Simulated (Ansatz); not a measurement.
**AlBH2 (triplet): the correlation ladder, def2-QZVPP**

An exercise on one series of results from a longer session: the logs are not shown, and one member is left open.

Method: def2-QZVPP, core rule «outside noble gas», up to 6 orbitals frozen; program: Ansatz 0.2.0, Gaussian basis.

Plan: UHF; ROHF; CCSD(T) on UHF.

2 further runs of the same task are left out: 2 set aside as unsound or not needed.

**What is computed**

The geometry is a PBE0/def2-TZVP stationary point (not a proven minimum) of the parent state, kept for this charge and spin.

4 atoms, charge 0, spin multiplicity 3.

Atoms are counted from 1 here; the program's logs count them from 0.

Bond lengths: B1–Al2 2.055 Å, B1–H3 1.197 Å, Al2–H4 1.595 Å. Angles: Al2–B1–H3 139.8°, B1–Al2–H4 128.5°.

Set-up of the first run:

Input file in.yaml:

```yaml
crystal:
  periodic: [false, false, false]
  atoms:
    - {symbol: B, position_ang: [0.000000, -0.236580, 1.427367]}
    - {symbol: Al, position_ang: [0.000000, 0.116336, -0.597031]}
    - {symbol: H, position_ang: [0.000000, 0.366780, 2.461377]}
    - {symbol: H, position_ang: [0.000000, -0.943450, -1.789164]}
basis:
  gaussian: {orbitals: "def2-QZVPP.json"}
magnetization: {spin_polarized: true, initial_magnetization: 2}
hamiltonian: {xc: hf}
output: {orbitals: {seedname: orbitals}}
```

Command:

```sh
$ ansatz run in.yaml --threads 1 --pin off --events-out ev --progress --plain --max-ram 2393MiB
```

Among the steps run: UHF; ROHF; CCSD(T) on UHF.

One of the session's tables, all rows but one given; the rest of the session is left out.

| method | from UCCSD(T) (meV) |
| --- | --- |
| ROHF | +5168.4 |
| UHF | +4960.3 |
| UMP2 | ? |
| UCCSD | +201.2 |
| UCCSD(T) | 0 |

Estimate the missing values for UMP2.

The run gave: from UCCSD(T) (meV): +1069.3. In the column «from UCCSD(T) (meV)» it lies between UCCSD (+201.2) and UHF (+4960.3).
